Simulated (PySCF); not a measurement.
**Argon: highly charged ions in a basis for the neutral atom**

Ar¹⁴⁺ [He] 2s2, Ar¹⁵⁺ [He] 2s1. Computed with PySCF 2.14 in cc-pV(T+d)Z (5s4p3d1f, 39 functions), with the non-relativistic Hamiltonian (point nucleus). No spin-orbit coupling, so a gap to NIST mixes the basis error with missing relativistic terms.

Changed run: basis of the neutral atom used for a highly charged ion. This setting is unsound on purpose.

```
species  method  sound run (hartree)  changed run (hartree)  converged
  Ar¹⁴⁺     UHF              not run             -377.31988        yes
  Ar¹⁴⁺     LDA              not run             -375.96466        yes
  Ar¹⁴⁺     PBE              not run             -377.28967        yes
  Ar¹⁵⁺     UHF              not run             -346.28982        yes
  Ar¹⁵⁺     LDA              not run             -344.91783        yes
  Ar¹⁵⁺     PBE              not run             -346.16868        yes
```

Ionisation energy of Ar¹⁴⁺:

| method | changed run (eV) | NIST (eV) |
| --- | --- | --- |
| UHF | 844.37 | 855.5 ± 0.3 |
| LDA | 844.83 | 855.5 ± 0.3 |
| PBE | 846.85 | 855.5 ± 0.3 |

The contracted functions were made for the neutral atom and can be too rigid for a highly charged ion.
